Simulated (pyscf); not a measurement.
PySCF, gas phase, ωB97X-D3(BJ)/def2-SVP geometries.

### Question
PBE/def2-TZVP puts the barrier of H₃C–Br (SMILES CBr) + H• (SMILES [H]) -> •H₂C–Br (SMILES [CH2]Br) + H₂ (SMILES [H][H]) (hydrogen abstraction; doublet surface; C–H broken, H–H formed) at 27.4 kJ/mol and the reaction energy at -4.5 kJ/mol, from the separated reactants. What do r²SCAN/def2-TZVP, PBE0-D3(BJ)/def2-TZVP, ωB97M-D3(BJ)/def2-TZVP give on the same structures?

### Answer
r²SCAN: ΔE‡ = 23.7 kJ/mol, ΔE = -19.8 kJ/mol; PBE0-D3(BJ): ΔE‡ = 39.7 kJ/mol, ΔE = 0.0 kJ/mol; ωB97M-D3(BJ): ΔE‡ = 51.8 kJ/mol, ΔE = -1.7 kJ/mol. PBE's barrier lies among them. Its reaction energy lies among theirs. This is the saddle that the search found; another between the same sides may lie lower. The angle at the transferred H is 179°. Elements up to Kr have no core potential and no relativistic terms here.
